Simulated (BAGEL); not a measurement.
**O3 (ozone): levels of theory compared**

We compute a comparison of 6 runs (HF/STO-3G, HF/3-21G, HF/def2-SVP, HF/aug-cc-pVDZ, PBE0/def2-SVP, B3LYP/6-31G*) of O3 (ozone). 

The calculation is run with BAGEL 1.2.2.

5 further runs of the same task are left out: 2 that didn't finish, 3 set aside as unsound or not needed.

### Step 1. The structure to begin with

The species is O3 (3 atoms), meant as a singlet with charge 0. SMILES: `O=[O+][O-]`. The shape is that of a PBE0-D4/def2-TZVP optimisation.

Bond lengths: O1–O2 1.238 Å, O2–O3 1.238 Å. Angles: O1–O2–O3 118.4°.

### Step 2. The energy at HF/STO-3G (run 1)

input.json

```json
{ "bagel" : [

{
  "title" : "molecule",
  "basis" : "sto-3g",
  "df_basis" : "qzvpp-jkfit",
  "angstrom" : "true",
  "geometry" : [
    { "atom" : "O", "xyz" : [    0.848700,   -0.535900,    0.409500 ] },
    { "atom" : "O", "xyz" : [   -0.228900,   -0.317600,   -0.159400 ] },
    { "atom" : "O", "xyz" : [   -0.619800,    0.853500,   -0.250100 ] }
  ]
},
{
  "title" : "hf",
  "df" : "false"
},
{
  "title" : "print",
  "file" : "orbitals.molden",
  "orbitals" : "true"
}

]}
```

On the command line:

```bash
$ BAGEL_NUM_THREADS=1 BAGEL input.json > input.out
```

Output:

```text
* using 1 threads per process

  ===============================================================
  ===============================================================

  *** Geometry ***

  { "atom" : "O", "xyz" : [      1.603811,     -1.012704,      0.773843 ] },
  { "atom" : "O", "xyz" : [     -0.432558,     -0.600177,     -0.301222 ] },
  { "atom" : "O", "xyz" : [     -1.171252,      1.612881,     -0.472621 ] },

  Number of auxiliary basis functions:      231

  Since a DF basis is specified, we compute 2- and 3-index integrals:
    o Being stored without compression. Storage requirement is 0.000 GB

  Number of basis functions:       15
  Number of electrons      :       24

    * METHOD: MOLECULE                             0.03

  *** RHF ***

  === Nuclear Repulsion ===
    70.6416483284

      * DIIS with orbital gradients will be used.

  === RHF iteration (sto-3g) ===
      0       -221.04104074          0.07158464           0.00
      1       -221.21639686          0.03779441           0.00
      2       -221.27767151          0.00575561           0.00
      3       -221.28038893          0.00391050           0.00
      4       -221.28158037          0.00104013           0.00
      5       -221.28176499          0.00039983           0.00
[... 9 lines of this table left out ...]
     15       -221.28179994          0.00000002           0.00
     16       -221.28179994          0.00000001           0.00
    * SCF iteration converged.

    * Permanent dipole moment:
           (    0.109411,     0.151790,     0.076189) a.u.

    * METHOD: HF                                   0.08

    * METHOD: PRINT                                0.00

  ===============================================================
```

Wall time 0.26 s (1 thread of Arm Neoverse V2, shared host).

### Step 3. A single-point energy at HF/3-21G (run 2)

hf.json

```json
{ "bagel": [

{
  "title": "molecule",
  "basis": "3-21g",
  "df_basis": "qzvpp-jkfit",
  "angstrom": false,
  "geometry": [
    { "atom": "O", "xyz": [  1.60381056, -1.01270423,  0.77384285 ] },
    { "atom": "O", "xyz": [ -0.43255831, -0.60017702, -0.30122234 ] },
    { "atom": "O", "xyz": [ -1.17125225,  1.61288125, -0.47262050 ] }
  ]
},
{
  "title": "hf",
  "df": false
},
{
  "title": "print",
  "file": "orbitals.molden",
  "orbitals": true
}

]}
```

On the command line:

```bash
$ BAGEL_NUM_THREADS=1 BAGEL hf.json > hf.out
```

Output:

```text
* using 1 threads per process

  ===============================================================
  ===============================================================

  *** Geometry ***

  { "atom" : "O", "xyz" : [      1.603811,     -1.012704,      0.773843 ] },
  { "atom" : "O", "xyz" : [     -0.432558,     -0.600177,     -0.301222 ] },
  { "atom" : "O", "xyz" : [     -1.171252,      1.612881,     -0.472620 ] },

  Number of auxiliary basis functions:      231

  Since a DF basis is specified, we compute 2- and 3-index integrals:
    o Being stored without compression. Storage requirement is 0.001 GB

  Number of basis functions:       27
  Number of electrons      :       24

    * METHOD: MOLECULE                             0.03

  *** RHF ***

  === Nuclear Repulsion ===
    70.6416483513

      * DIIS with orbital gradients will be used.

  === RHF iteration (3-21g) ===
      0       -221.83677578          0.08612665           0.00
      1       -222.52132477          0.09716636           0.00
      2       -222.94270562          0.01571235           0.00
      3       -222.96249754          0.01206830           0.00
      4       -222.97513891          0.00316772           0.00
      5       -222.97770665          0.00154360           0.00
[... 13 lines of this table left out ...]
     19       -222.97844822          0.00000002           0.00
     20       -222.97844822          0.00000001           0.00
    * SCF iteration converged.

    * Permanent dipole moment:
           (    0.126484,     0.175469,     0.088077) a.u.

    * METHOD: HF                                   0.11

    * METHOD: PRINT                                0.00

  ===============================================================
```

It took 0.3 s on 1 thread of Arm Neoverse V2, shared host.

Runs 3 to 4 aren't shown in full; the table further down has their settings and results.

### Step 4. Energy and forces at PBE0/def2-SVP (density fitting with qzvpp-jkfit) (run 5)

input.json

```json
{ "bagel": [

{
  "title": "molecule",
  "basis": "svp",
  "df_basis": "qzvpp-jkfit",
  "angstrom": false,
  "geometry": [
    { "atom": "O", "xyz": [  1.60381056, -1.01270423,  0.77384285 ] },
    { "atom": "O", "xyz": [ -0.43255831, -0.60017702, -0.30122234 ] },
    { "atom": "O", "xyz": [ -1.17125225,  1.61288125, -0.47262050 ] }
  ]
},
{
  "title": "force",
  "method": [
    {
      "title": "ks",
      "xc_func": "pbe0"
    }
  ]
}

]}
```

On the command line:

```bash
$ BAGEL_NUM_THREADS=1 BAGEL input.json > input.out
```

Output:

```text
* using 1 threads per process

  ===============================================================
  ===============================================================

  *** Geometry ***

  { "atom" : "O", "xyz" : [      1.603811,     -1.012704,      0.773843 ] },
  { "atom" : "O", "xyz" : [     -0.432558,     -0.600177,     -0.301222 ] },
  { "atom" : "O", "xyz" : [     -1.171252,      1.612881,     -0.472620 ] },

  Number of auxiliary basis functions:      231

[... 12 lines left out ...]
    * Removing 3869 points whose weight is below 1.00e-10
[... 13 lines left out ...]
    * SCF iteration converged.
[... 1 line left out ...]
    * Permanent dipole moment:
           (    0.138756,     0.192507,     0.096624) a.u.

  * Nuclear energy gradient

    o Atom   0
        x          0.0043834461
        y         -0.0006329658
        z          0.0023431063
    o Atom   1
        x         -0.0030184139
        y         -0.0041774248
        z         -0.0020970462
    o Atom   2
        x         -0.0013636004
        y          0.0048081249
        z         -0.0002444761
  * Gradient computed with                              0.54

    * METHOD: FORCE                                1.29

  ===============================================================
```

It took 1.5 s on 1 thread of Arm Neoverse V2, shared host; peak memory 0.23 GiB.

### Step 5. The energy at B3LYP/6-31G(d) (density fitting with qzvpp-jkfit, Cartesian functions) (run 6)

dft.json

```json
{ "bagel": [

{
  "title": "molecule",
  "basis": "6-31gs.json",
  "df_basis": "qzvpp-jkfit",
  "angstrom": true,
  "cartesian": true,
  "geometry": [
    { "atom": "O", "xyz": [    0.848700,   -0.535900,    0.409500 ] },
    { "atom": "O", "xyz": [   -0.228900,   -0.317600,   -0.159400 ] },
    { "atom": "O", "xyz": [   -0.619800,    0.853500,   -0.250100 ] }
  ]
},
{ "title": "ks", "xc_func": "b3lyp" },
{ "title": "print", "file": "orbitals.molden", "orbitals": true }

]}
```

The basis set 6-31G* is read from a file made from the Basis Set Exchange's data (not shown).

On the command line:

```bash
$ BAGEL_NUM_THREADS=1 BAGEL dft.json > dft.out
```

Output:

```text
* using 1 threads per process

  ===============================================================
  ===============================================================

  Cartesian basis functions are used
  *** Geometry ***

  { "atom" : "O", "xyz" : [      1.603811,     -1.012704,      0.773843 ] },
  { "atom" : "O", "xyz" : [     -0.432558,     -0.600177,     -0.301222 ] },
  { "atom" : "O", "xyz" : [     -1.171252,      1.612881,     -0.472621 ] },

  Number of auxiliary basis functions:      279

  Since a DF basis is specified, we compute 2- and 3-index integrals:
    o Being stored without compression. Storage requirement is 0.005 GB

  Number of basis functions:       45
  Number of electrons      :       24

    * METHOD: MOLECULE                             0.05

  *** Kohn-Sham DFT ***

    * Removing 3869 points whose weight is below 1.00e-10
    * Grid points: 40849

  === Nuclear Repulsion ===
    70.6416483284

       - DIIS with orbital gradients will be used.

  === KS iteration (b3lyp / 6-31gs.json) ===
      0       -209.64465792          0.20409262           0.07
      1       -210.23473817          0.25245776           0.05
      2       -209.87326328          0.23767283           0.05
[... 12 lines of this table left out ...]
     15       -225.40485271          0.00000001           0.05
    * SCF iteration converged.

    * Permanent dipole moment:
           (    0.135075,     0.187402,     0.094060) a.u.

    * METHOD: KS                                   0.88

    * METHOD: PRINT                                0.00

  ===============================================================
```

Wall time 1.1 s (1 thread of Arm Neoverse V2, shared host).

### Step 6. Overview of the runs

| run | level | integral approximation | task | energy (Eh) | dipole moment (D) | HOMO energy (eV) | LUMO energy (eV) | wall time |
| --- | --- | --- | --- | --- | --- | --- | --- | --- |
| 1 | HF/STO-3G | none | energy | -221.281800 | 0.51 | -8.97 | 3.25 | 0.26 s |
| 2 | HF/3-21G | none | energy | -222.978448 | 0.59 | -13.00 | -0.67 | 0.3 s |
| 3 | HF/def2-SVP | none | energy | -224.069047 | 0.83 | -13.38 | -0.85 | 0.78 s |
| 4 | HF/aug-cc-pVDZ | none | energy | -224.300929 | 0.79 | -13.44 | -0.91 | 3.9 s |
| 5 | PBE0/def2-SVP (density fitting with qzvpp-jkfit) | qzvpp-jkfit | gradient | -224.998344 | 0.65 | – | – | 1.5 s |
| 6 | B3LYP/6-31G* (density fitting with qzvpp-jkfit, Cartesian functions) | qzvpp-jkfit | energy | -225.404853 | 0.63 | -9.01 | -4.76 | 1.1 s |

### Step 7. Results

| quantity | value |
| --- | --- |
| run 6: total energy | -225.40485 Eh |
| run 6: dipole moment | 0.63 D |
| run 6: HOMO energy | -9.01 eV |
| run 6: LUMO energy | -4.76 eV |
| run 6: HOMO–LUMO gap | 4.25 eV |

**Reading.** The dipole moment (its size) runs from 0.51 D (HF/STO-3G) to 0.83 D (HF/def2-SVP). Over runs 1, 2, 3, 4, 6 the HOMO–LUMO gap runs from 4.25 eV (B3LYP/6-31G*) to 12.53 eV (HF/aug-cc-pVDZ). The two ends differ in method and basis. Totals of different functionals can't be ranked against each other. In run 1 the basis is minimal, so the values are rough. All runs together took 7.9 s, the longest 3.9 s.
